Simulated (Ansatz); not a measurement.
# AlH3S2: the cost of one run

Method: RKS PBE-D4/def2-SVP; program: Ansatz 0.2.0.

## (1) Reference run: AlH₃S₂, relaxed

Input file input.yaml:

```yaml
crystal:
  periodic: [false, false, false]
  atoms:
    - { symbol: Al, position_ang: [-1.065384, 0.098361, -0.247025] }
    - { symbol: S, position_ang: [1.389074, 0.907141, 0.287481] }
    - { symbol: S, position_ang: [-0.369425, -1.673678, -1.152757] }
    - { symbol: H, position_ang: [0.952458, -0.619252, -0.552529] }
    - { symbol: H, position_ang: [-2.283832, 1.02326, 0.173484] }
    - { symbol: H, position_ang: [1.377108, 0.264268, 1.491347] }
basis:
  gaussian: { orbitals: def2-SVP }
hamiltonian:
  xc: pbe
  dispersion: d4
output:
  forces: true
relax:
  f_tol: 0.02
  max_steps: 120
  constraints: [{ distance: [1, 3] }, { distance: [0, 1] }, { distance: [2, 3] }]
  escape_saddle: false
```

The run is started by

```sh
> ansatz run input.yaml --threads 1 --pin off --max-ram 2560MiB --backend cpu --events-out ev --progress --plain --runs-dir out
```

**Question.** How long does this run take on 1 thread of Arm Neoverse V1, shared host, and how much memory does it need?

About 1.8 s, with a peak of 0.1 GiB.
